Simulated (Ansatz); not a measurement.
For 1T (CdI2-type) TiS2, PBE-D4 in Ansatz (plane waves, PAW) gives:

| Property | Result |
|---|---|
| lattice constant a | 3.378 Å |
| c axis length | 5.632 Å |

Task: What does PBE0 (plane waves, PAW; Ansatz, an electronic-structure program) give for the same quantities?

Result: 
- lattice constant a: 3.410 Å (rises by 0.9 %)
- lattice parameter c: 6.544 Å (goes up by 16 %)

For comparison: lattice constant a 3.407 Å (measured, temperature not stated, not corrected to a static lattice; as tabulated in Chianelli et al. (1975), doi:10.1016/0025-5408(75)90100-2); lattice parameter c 5.695 Å (measured, temperature not stated, not corrected to a static lattice; as tabulated in Chianelli et al. (1975), doi:10.1016/0025-5408(75)90100-2).

Changes are worked out from the printed values.

Unless a cell is named, each level is at its own relaxed cell (PBE-D4 18.55, PBE0 21.96 Å³/atom).

Caveats: the cell comes from a level without a dispersion term, which matters for the spacing of layers, chains or molecules (PBE0). Ansatz's density-functional and Hartree–Fock values are scalar-relativistic unless marked +SOC, with PAW data made under PBE.
